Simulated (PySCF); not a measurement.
**P₄⁺: relaxation and vibrations of the quartet**

The task is one start of a wider search on P₄⁺: the quartet, from a square start. It is relaxed, tested by its Hessian and followed downhill if it is a saddle.

The runs use PySCF 2.14.0; PBE0, basis P def2-TZVP, no relativity, density fitting.

## (1) Where the work starts

4 atoms, charge 1, spin multiplicity 4.

Bond lengths: P1–P2 2.220 Å, P1–P4 2.220 Å, P2–P3 2.220 Å, P3–P4 2.220 Å. Angles: P2–P1–P4 90.0°, P1–P2–P3 90.0°, P2–P3–P4 90.0°, P1–P4–P3 90.0°.

Z-matrix (Å, degrees; charge 1 multiplicity 4):
```
P
P  1 2.2200
P  2 2.2200 1 90.00
P  1 2.2200 2 90.00 3 0.00
```

## (2) Finding the electronic state

The steps below are one call of a driver around PySCF. For each, scf.py gives the equivalent set-up of the SCF; relaxations use the driver's own optimiser. After this first run the driver tries any further starts and a stability analysis.

Input file scf.py:

```python
from pyscf import gto, scf, dft
mol = gto.M(atom='''
P      1.110000     1.110000     0.000000
P     -1.110000     1.110000     0.000000
P     -1.110000    -1.110000     0.000000
P      1.110000    -1.110000     0.000000''',
    basis={'P': 'def2-TZVP'},
    charge=1, spin=3)
mf = dft.UKS(mol, xc='PBE0')
mf.grids.atom_grid = (50, 194)
aux = {'P': 'def2-universal-JKFIT'}
mf = mf.density_fit(auxbasis=aux)
mf.conv_tol = 1e-08
mf.diis_space = 10
mf.max_cycle = 60
mf.init_guess = 'minao'
mf.verbose = 4
mf.kernel()
```

Run with:

```
$ OMP_NUM_THREADS=4 python axn.py task.json out
```

The runs that follow: Relaxation: square start, quartet; Relaxing without the symmetry constraint; Frequencies.

What does the calculation give? Wanted: minimum; geometry; wavenumbers; dipole moment; highest occupied, lowest empty level; polar-tensor charge of P1; zero-point energy; ⟨S²⟩.

**Answer**, as computed:

```
                                          quantity                                                                                 value
                                           minimum                                                                          quartet, D2h
                                          geometry  P–P 2.132 Å (×4), P–P 2.602 Å; P–P–P 52.4° (×4), P–P–P 75.2° (×2), P–P–P 104.8° (×2)
                                wavenumbers (cm⁻¹)                        166 (b3u), 253 (ag), 342 (b2u), 429 (b1u), 530 (b3g), 532 (ag)
                    dipole moment (centre of mass)                                                                                0.00 D
highest occupied, lowest empty level (either spin)                                                                      -12.31, -9.94 eV
                         polar-tensor charge of P1                                                                               +0.29 e
                                 zero-point energy                                                                           13.5 kJ/mol
                               entropy at 298.15 K                                                                       312.8 J/(mol K)
                                              ⟨S²⟩                                                                                 3.762
```

**Reading.** The square start (D4h) ends in a minimum of D2h symmetry. In the infrared the band at 429 cm⁻¹ (b1u) leads. The first SCF alone would have been 1 kJ/mol too high. Only this shape and spin were tried, so other structures or states may lie lower.
